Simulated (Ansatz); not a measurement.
1T (CdI2-type) VSe2 (undistorted form, which takes a superstructure on cooling) was calculated with LDA (Ansatz, a quantum-chemistry and plane-wave program, PAW).

Run with plane-wave cutoff 500 eV, 18×18×8 k mesh (along the axes of the cell as run), Fermi–Dirac smearing 0.05 eV, no spin polarisation, scalar-relativistic PAW data made under PBE.

Computed at the level's own relaxed cell.

What does this level give for the equilibrium volume per atom, equilibrium lattice constant a and lattice parameter c?


* **equilibrium volume per atom**: 18.15 Å³/atom
* **equilibrium lattice constant a**: 3.253 Å
* **lattice parameter c**: 5.941 Å

Note: the run has no spin polarisation, so it can have missed a magnetic state; the volume lies 9 % below that of the published cell.

The computed numbers hold no vibrational or temperature effects.

The result took very roughly 3 core-minutes.
